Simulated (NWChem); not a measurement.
# N2 (nitrogen) at CCD/4-31G (Cartesian functions)

Aim: the vertical electron affinity of N2 (nitrogen) at CCD/4-31G (Cartesian functions), from 2 runs. 

Program for the calculation: NWChem 7.3.0.

1 further run of the same task is left out (set aside as unsound or not needed).

### 1 The structure to begin with

The species is N2 (2 atoms), meant as a singlet with charge 0. SMILES: `N#N`. Geometry: relaxed at PBE0-D4/def2-TZVP.

Bond lengths: N1–N2 1.090 Å.

### 2 A single-point energy at CCD/4-31G (Cartesian functions)

File run.py:

```python
from ase import Atoms
from ase.calculators.nwchem import NWChem

molecule = Atoms(['N', 'N'], positions=[
    [0.465500, -0.150300, 0.239800],
    [-0.465500, 0.150300, -0.239800],
])

calc = NWChem(
    label='calc',
    theory='tce',
    memory='2200 mb',
    basis='4-31G',
    scf={'nopen': '0', 'rhf': None, 'thresh': '1e-06', 'maxiter': '60', 'print': 'low'},
    tce={'scf': None, 'ccd': None, 'freeze': 'core 2', 'maxiter': '100'},
    task='energy',
)
molecule.calc = calc

print(f"energy = {molecule.get_potential_energy():.6f} eV")
```

On the command line:

```
export ASE_NWCHEM_COMMAND="nwchem PREFIX.nwi > PREFIX.nwo"
python run.py
```

Log:

```text
energy = -2965.425415 eV
```

The calculator wrote calc.nwi:

```
title "calc"

permanent_dir calc

scratch_dir calc

start calc

geometry units angstrom nocenter noautosym noautoz
  N  4.6550000000000002e-01 -1.5029999999999999e-01 2.3980000000000001e-01
  N  -4.6550000000000002e-01 1.5029999999999999e-01 -2.3980000000000001e-01
end

memory 2200 mb

basis noprint
   * library 4-31G
end

scf
  nopen 0
  rhf
  thresh 1e-06
  maxiter 60
  print low
end
tce
  scf
  ccd
  freeze core 2
  maxiter 100
end

task tce energy
```

calc.nwo:

```text
Northwest Computational Chemistry Package (NWChem) 7.3.0
             --------------------------------------------------------

           Job information
           ---------------

    nwchem branch   = 7.3.0
    use scalapack   = T
    input           = calc.nwi
    prefix          = calc.
    data base       = calc/calc.db
    status          = startup
    nproc           =        1

           Memory information
           ------------------

    heap     =     72089596 doubles =      550.0 Mbytes
    stack    =     72089601 doubles =      550.0 Mbytes
    global   =    144179200 doubles =     1100.0 Mbytes (distinct from heap & stack)
    total    =    288358397 doubles =     2200.0 Mbytes
    verify   = yes
    hardfail = no

           Directory information
           ---------------------

  0 permanent = calc
  0 scratch   = calc

[... 26 lines left out ...]
            Nuclear Dipole moment (a.u.)
[... 43 lines left out ...]
       Final RHF  results
[... 2 lines left out ...]
         Total SCF energy =   -108.754139590788
      One-electron energy =   -194.021793483165
      Two-electron energy =     61.469310399154
 Nuclear repulsion energy =     23.798343493223
[... 107 lines left out ...]
 2-e file size   =           105937
 2-e file name   = calc/calc.v2
 T2-number-of-boxes                    2

 t2 file size   =             6050
 t2 file name   = calc/calc.t2
 t2 file handle =       -999

 CCD iterations
 --------------------------------------------------------
 Iter          Residuum       Correlation     Cpu    Wall
 --------------------------------------------------------
    1   0.1367548684466  -0.2357639595261     0.0     0.0
    2   0.0414260364808  -0.2131795003671     0.0     0.0
    3   0.0161246458304  -0.2217347548846     0.0     0.0
[... 26 lines of this table left out ...]
   30   0.0000000613760  -0.2232352617075     0.0     0.0
 --------------------------------------------------------
 Iterations converged
 CCD correlation energy / hartree =        -0.223235261707493
 CCD total energy / hartree       =      -108.977374852495146

 Doubles contributions
     8a   (alpha)     8a   (beta ) ---     6a   (alpha)     6a   (beta )       -0.1111609530
     9a   (alpha)     9a   (beta ) ---     7a   (alpha)     7a   (beta )       -0.1111609530

 Task  times  cpu:        0.1s     wall:        0.1s
 Total times  cpu:        0.2s     wall:        0.2s
```

Run time: 1 s. Hardware: 1 thread of INTEL XEON PLATINUM 8581C at 2.30GHz (Emerald Rapids), shared host; peak memory 0.1 GiB.

### 3 The doublet anion at the same level

File n2.nw:

```
start n2
memory total 2200 mb
charge -1
geometry noautosym nocenter
  zmatrix
    N
    N 1 r2
  variables
    r2 1.089558
  end
end
basis "ao basis" cartesian
  N library 4-31G
end
scf
  nopen 1
  uhf
  thresh 1e-06
  maxiter 80
end
tce
  scf
  ccd
  freeze core 2
  maxiter 100
end
task tce energy
```

On the command line:

```
nwchem n2.nw > n2.out
```

Log:

```text
[...]
  functions       =    18
[...]
  wavefunction    = UHF
[...]
         Total SCF energy =   -108.627719535031
      One electron energy =   -199.838279880902
      Two electron energy =     67.412207985569
 Nuclear repulsion energy =     23.798352360301
                       Sz =      0.5000
                 Sz(Sz+1) =      0.7500
                      S^2 =      0.7564
[...]
         Wavefunction type : Unrestricted Hartree-Fock
          No. of electrons :    15
[...]
         Spin multiplicity : doublet
[...]
```

Run time: 0.7 s. Hardware: 1 thread of INTEL XEON PLATINUM 8581C at 2.30GHz (Emerald Rapids), shared host; peak memory 0.1 GiB.

### 4 What came out

At CCD/4-31G (Cartesian functions), 2 core orbitals frozen:

| quantity | value |
| --- | --- |
| singlet N2: total energy | -108.97737 Eh |
| singlet N2: correlation energy (2 core orbitals frozen) | -223.2 mEh |
| doublet anion: total energy | -108.82279 Eh |
| doublet anion: HOMO energy (Hartree–Fock orbitals) (highest over α and β) | 2.46 eV |
| doublet anion: LUMO energy (Hartree–Fock orbitals) (lowest over α and β) | 14.56 eV |
| doublet anion: correlation energy (2 core orbitals frozen) | -195.1 mEh |
| doublet anion: ⟨S²⟩ of the reference determinant | 0.756 |
| vertical electron affinity (to the doublet anion) | -4.206 eV |

In words: The anion lies 4.21 eV (97 kcal/mol) above the neutral: the electron isn't bound at this level, and such a value depends on the basis. Without diffuse functions anions come out too high. The HOMO (doublet anion) lies at positive energy, 2.46 eV: the electron is unbound at this level or held by a compact basis; values depend on the basis.
